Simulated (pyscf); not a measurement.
HN=Al–Cl (SMILES [NH]=[Al][Cl]) + H₂ (SMILES [H][H]) → Al–Cl (SMILES [Al][Cl]) [singlet] + NH₃ (SMILES N), a concerted two-bond exchange (singlet surface; Al–N, H–H broken, H–N, H–N formed). Structures and frequencies: ωB97X-D3(BJ)/def2-SVP in PySCF. Energies in kJ/mol from the separated reactants.

Small-basis levels: PySCF, no dispersion term, spherical d functions. 

In single points HF/STO-3G puts the saddle at 161.5 kJ/mol and the reaction energy at -338.8 kJ/mol. Should these be trusted to within a few kcal/mol? Compare with ωB97M-D3(BJ)/def2-TZVP.

ωB97M-D3(BJ)/def2-TZVP gives ΔE‡ = 149.5 kJ/mol and ΔE = -185.5 kJ/mol. HF/STO-3G lies 12.0 kJ/mol over it in the barrier and 153.2 kJ/mol under it in the reaction energy, so on this step it does not hold to within 12.6 kJ/mol. ωB97M-D3(BJ)/def2-TZVP has limits of its own. On the product side the descent ends in an adduct with a Al–N contact, 58.6 kJ/mol under the separated species and 396.0 kJ/mol under the saddle at ωB97X-D3(BJ)/def2-TZVP. What is counted as broken (Al–N) persists as a longer contact in the product adduct; parting that adduct is a step of its own. At ωB97X-D3(BJ)/def2-TZVP the barrier from the zero used here is 167.4 kJ/mol. This is the saddle that the search found; another between the same sides may lie lower. A restricted solution here is unstable towards spin polarisation, so biradical character is likely and single-reference numbers are less safe.
